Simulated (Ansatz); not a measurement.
A made-up structure of Mg$_{2}$HF, singlet:

```xyz
4
angstrom
F 0.2471 -0.4121 2.5249
Mg 0.1103 -0.1817 1.1199
Mg -0.1123 0.1850 -1.1401
H -0.2451 0.4088 -2.5047
```

It is relaxed with PBE-D4/def2-SVP and then PBE0-D4/def2-TZVP (Ansatz 0.2.0). Atoms count as bonded within 1.22 times the sum of their covalent radii (H–H: 0.88 Å). The end point is not checked to be a true minimum.

Q: Does its bonding change? (A judgement: the text doesn't fix the answer.)

A: Computed: No: no bond forms or breaks.

Where it ends: The first stage lowers the energy by 3.96 eV in 6 steps. It ends as Mg₂HF ([F][Mg][MgH]):
F1  (0.305, -0.508, 3.117)
Mg2  (0.136, -0.225, 1.382)
Mg3  (-0.138, 0.230, -1.407)
H4  (-0.303, 0.504, -3.092)
(Å)

Labels in which every atom is bracketed show which atoms are joined, not bond orders.

For scale, one of the runs: PBE0-D4/def2-TZVP relaxation, 101 basis functions, launched by `ansatz run in.yaml --threads 2 --pin off --events-out ev --progress --plain --max-ram 4352MiB`. The run took about 6 s on 2 CPU threads of an Arm Neoverse V1 (shared host).
